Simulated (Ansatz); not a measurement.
# C3H6OS: small, medium and large basis sets

How large a basis does C3H6OS need? Two functionals are run in growing sets.

Program: Ansatz 0.2.0, Gaussian basis. Level of theory: one geometry, several basis sets. These are calculated values, not measurements.

Plan: PBE0-D4/def2-SVP; ωB97M-V/def2-SVP; PBE0-D4/def2-QZVPP; ωB97M-V/def2-QZVPP; the functionals' def2-TZVPP values are taken from earlier runs.

### 1 The relaxed structure

The geometry comes from an earlier relaxation with PBE0-D4 in a triple-zeta def2 set; it is a stationary point, not always the lowest conformer.

SMILES `SC1COC1`, 11 atoms, charge 0, spin multiplicity 1.

Atoms are counted from 1 here; the program's logs count them from 0.

Bond lengths: S1–C2 1.798 Å, S1–H6 1.342 Å, C2–C3 1.532 Å, C2–C5 1.533 Å, C2–H7 1.089 Å, C3–O4 1.432 Å, C3–H8 1.097 Å, C3–H9 1.093 Å, O4–C5 1.434 Å, C5–H10 1.094 Å, C5–H11 1.095 Å. Angles: C2–S1–H6 97.3°, S1–C2–C3 114.5°, S1–C2–C5 120.3°, S1–C2–H7 109.9°, C3–C2–C5 84.1°, C3–C2–H7 112.6°, C5–C2–H7 113.3°, C2–C3–O4 91.4°, C2–C3–H8 113.9°, C2–C3–H9 116.7°, O4–C3–H8 111.8°, O4–C3–H9 112.6°, H8–C3–H9 109.5°, C3–O4–C5 91.5°, C2–C5–O4 91.2°, C2–C5–H10 116.8°, C2–C5–H11 113.5°, O4–C5–H10 112.1° and more.

### 2 PBE0-D4 in def2-SVP

Input file in.yaml:

```yaml
crystal:
  periodic: [false, false, false]
  atoms:
    - {symbol: S, position_ang: [-1.776667, 1.017856, -0.096561]}
    - {symbol: C, position_ang: [-0.107020, 0.446305, 0.246817]}
    - {symbol: C, position_ang: [-0.025670, -0.972616, 0.817958]}
    - {symbol: O, position_ang: [0.975532, -1.336966, -0.138257]}
    - {symbol: C, position_ang: [0.760043, -0.128473, -0.879542]}
    - {symbol: H, position_ang: [-1.459843, 2.280484, -0.424411]}
    - {symbol: H, position_ang: [0.416079, 1.176399, 0.862091]}
    - {symbol: H, position_ang: [-0.944983, -1.556957, 0.688522]}
    - {symbol: H, position_ang: [0.324298, -1.067966, 1.848698]}
    - {symbol: H, position_ang: [1.695894, 0.394053, -1.096954]}
    - {symbol: H, position_ang: [0.207735, -0.309219, -1.807761]}
basis:
  gaussian: {orbitals: def2-SVP}
hamiltonian: {xc: pbe0, dispersion: d4}
output: {orbitals: {seedname: orbitals}}
```

The runs that follow: ωB97M-V in def2-SVP; PBE0-D4 in def2-QZVPP; ωB97M-V in def2-QZVPP.

Q: Predict the results of all the runs planned. Wanted: PBE0-D4: double and triple zeta above quadruple; ωB97M-V: double and triple zeta above quadruple.

The runs gave:

| quantity | value |
| --- | --- |
| PBE0-D4: double and triple zeta above quadruple | 10.35, 0.62 eV |
| ωB97M-V: double and triple zeta above quadruple | 10.54, 0.60 eV |

PBE0-D4 gains 9.73 eV from double to triple zeta, then 0.62 eV more. Total energies overstate the basis error of differences, where much of it tends to cancel. The LUMO of ωB97M-V is positive and keeps falling with the basis (2.68 to 1.52 eV): an unbound level that the basis holds in place.
